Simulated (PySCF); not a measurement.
**Where the electron goes**

PH3.
Z-matrix (Å and degrees, GFN2-xTB geometry), rows numbered from 1:
```
P 
H   1  1.3867
H   1  1.3867  2   92.28
H   1  1.3869  2   92.28  3   -92.38
```

The calculation used TDDFT B3LYP/def2-SVPD, vertical, gas phase, core orbitals frozen in the response (PySCF).

Kohn–Sham orbitals with the atoms that hold most of them (Löwdin shares over 4%, at most four atoms; ? is withheld):

```csv
orbital,ε (eV),atoms
HOMO-3,-17.80,"P1 48%, H2 17%, H3 17%, H4 17%"
HOMO-2,-10.60,"P1 48%, H3 30%, H2 14%, H4 8%"
HOMO-1,-10.60,"P1 48%, H4 27%, H2 21%, H3 4%"
HOMO,-7.64,"P1 71%, H3 10%, H4 10%, H2 10%"
LUMO,0.60,?
LUMO+1,0.75,"P1 64%, H4 17%, H2 11%, H3 8%"
LUMO+2,0.75,"P1 64%, H3 16%, H2 13%, H4 6%"
```

Question: Give the leading atoms of the LUMO.

Answer: P1 (bonded to 3 H) 59%; H4 (bonded to P) 14%; H3 (bonded to P) 14%; H2 (bonded to P) 14%. By element: phosphorus 59%, hydrogen 41%.

Within 0.005 eV of a neighbour in this list lie HOMO-2/HOMO-1 and LUMO+1/LUMO+2 (point group found: C3v); within a degenerate set the shares of single atoms can hang on how the components are chosen.

Question: The HOMO–LUMO gap is 8.24 eV. Where does the response calculation put the lowest singlet, and from which orbitals?

Answer: S1 is at 7.18 eV (f = 0.141), 1.06 eV below the gap, made of HOMO→LUMO (100%). Without the coupling terms of the response equations the lowest excitation would equal the gap.

Next come S2 at 7.51 eV (f 0.073), HOMO→LUMO+1/LUMO+2 (≥88%); S3 at 7.51 eV (f 0.073), HOMO→LUMO+1/LUMO+2 (≥88%); S4 at 9.76 eV (f 0.029), HOMO→LUMO+3 (62%), HOMO→LUMO+4 (25%); S5 at 9.76 eV (f 0.029), HOMO→LUMO+4 (62%), HOMO→LUMO+3 (25%).

Orbitals of the list HOMO-3 to LUMO+2 that lie within 0.01 eV of each other are written together with a slash and their weights summed (≥ marks a lower bound); for degenerate orbitals outside that list single weights are arbitrary.

Löwdin shares depend on the basis, the more so with diffuse functions.
